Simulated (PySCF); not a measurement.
Gas-phase reaction: 4 (CH₃)₃Si ⇌ 2 CH₃SiH + 2 (CH₃)₃SiH + C₄H₈ (trans-2-butene)

Method: PySCF energies (xtb for GFN2) plus ideal-gas RRHO corrections (1 bar). † marks an energy on the PBE0/def2-TZVP geometry and frequencies; other levels use their own. MP2 freezes the core. 6-31G* has spherical d functions here. Open shells (unrestricted): (CH₃)₃Si (multiplicity 2); the rest are closed-shell singlets. GFN2 has no spin-polarisation term. B3LYP is the form with VWN-RPA correlation. (CH₃)₃Si, CH₃SiH: computed as isolated molecules; such fragments, hydroxides, amides, oligomers or adducts are transient or little studied in the gas. MP2 isn't extrapolated to the basis-set limit; its ΔH°(298 K) is 13.9 kJ in def2-SVP and 38.4 kJ in def2-TZVPP. The harmonic model lacks anharmonicity and excited electronic states, which grow with temperature; levels with a mode under 35 cm⁻¹ are left out. Internal rotation in (CH₃)₃Si, CH₃SiH, (CH₃)₃SiH, C₄H₈ (trans-2-butene) is treated as a harmonic vibration of one conformer, which makes the entropy rough.

```json
[
 {"level": "B3LYP/6-31G*", "ΔE electronic, kJ": "9", "ΔH°(298 K), kJ": "-17", "ΔS°(298 K), J/K": "120", "ΔG°(800 K), kJ": "-109"},
 {"level": "BLYP/def2-TZVP†", "ΔE electronic, kJ": "3", "ΔH°(298 K), kJ": "-23", "ΔS°(298 K), J/K": "127", "ΔG°(800 K), kJ": "-119"},
 {"level": "GFN2-xTB", "ΔE electronic, kJ": "-266", "ΔH°(298 K), kJ": "-300", "ΔS°(298 K), J/K": "113", "ΔG°(800 K), kJ": "-389"},
 {"level": "HF/def2-TZVP†", "ΔE electronic, kJ": "114", "ΔH°(298 K), kJ": "89", "ΔS°(298 K), J/K": "127", "ΔG°(800 K), kJ": "-8"},
 {"level": "MP2/def2-TZVPP†", "ΔE electronic, kJ": "64", "ΔH°(298 K), kJ": "38", "ΔS°(298 K), J/K": "127", "ΔG°(800 K), kJ": "-59"},
 {"level": "PBE/def2-SVP", "ΔE electronic, kJ": "53", "ΔH°(298 K), kJ": "29", "ΔS°(298 K), J/K": "126", "ΔG°(800 K), kJ": "-67"}
]
```
ΔH° is lowest at GFN2-xTB and highest at HF/def2-TZVP†. No reference value is set beside these.
